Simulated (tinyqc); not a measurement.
Starting guesses with DIIS over 6 matrices: SCF starting guesses in the sto-3g basis, for CH3+, spin multiplicity 1. Computed by the program tinyqc with PySCF. Command: `OMP_NUM_THREADS=1 python tinyqc.py 112382 112383 out.jsonl`; one thread of a shared host (Intel(R) Xeon(R) Processor @ 2.60GHz), about 0.5 s.

Geometry (angstrom):
```
atom        x        y       z
C      0.0000   0.0000  0.1090
H      1.0830   0.0000  0.0000
H     -0.5420   0.9380  0.0000
H     -0.5420  -0.9380  0.0000
```

lowest restricted solution found by these runs and by PySCF = -38.772731 hartree

RHF with one setting changed at a time; a run stops when the energy changes by less than 1e-09 hartree and the error matrix is below 1e-5. Starts: the lowest orbitals of the core Hamiltonian, of the Wolfsberg-Helmholz matrix (K = 1.75), projected atomic densities, random orbitals, and the highest orbitals of the core Hamiltonian (a deliberately bad start).

Largest element of the error matrix X^T (FDS - SDF) X:
```
iteration     core  Wolfsberg-Helmholz  atomic densities   random  highest core orbitals
1          7.5e-01             3.4e-01           7.9e-01  1.1e+01                2.2e-01
2          7.4e-02             3.4e-02           5.5e-02  4.4e-01                7.0e-01
3          9.3e-03             6.7e-03           8.7e-03  7.7e-02                6.0e-01
4          1.4e-03             1.9e-04           2.3e-03  4.9e-02                3.0e-01
5          4.8e-05             3.1e-05           7.8e-05  1.9e-02                2.3e-01
6          1.0e-05             2.6e-07           1.3e-05  1.8e-03                2.1e-02
8                -                   -                 -  1.7e-05                8.7e-05
10               -                   -                 -  3.2e-06                4.2e-06
```

How each run ends:
```
run                    iterations  E (hartree)         state
core                            7   -38.772731  lowest found
Wolfsberg-Helmholz              7   -38.772731  lowest found
atomic densities                7   -38.772731  lowest found
random                         10   -38.772731  lowest found
highest core orbitals          10   -38.139701        higher
```

4 of 5 runs reach the lowest restricted solution found, in 7 to 10 iterations (fastest: core, Wolfsberg-Helmholz, atomic densities). Ending on a higher stationary point: highest core orbitals; a small error matrix cannot reveal that, and an occupation fixed by the start is kept by symmetry or by the shape of the basin. The first errors are 8e-01, 3e-01, 8e-01, 1e+01, 2e-01; the deliberately bad start has the smallest one, so a small first error does not mark a good start.
